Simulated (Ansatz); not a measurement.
We consider α-phase Ga, described by PBE-D4 (Ansatz, a program for electronic structure, plane waves, PAW).

Numerical settings: plane-wave cutoff 500 eV, 18×18×16 k mesh (along the axes of the cell as run), Fermi–Dirac smearing 0.1 eV, scalar-relativistic PAW data made under PBE.

Computed at the level's own relaxed cell.

Task: Estimate the volume per atom, lattice parameter a, lattice parameter b and lattice parameter c that the calculation returns.

Result: 
* **volume per atom**: 19.00 Å³/atom
* **lattice parameter a**: 4.476 Å
* **lattice parameter b**: 7.585 Å
* **lattice parameter c**: 4.478 Å

Computed values are for the static lattice.
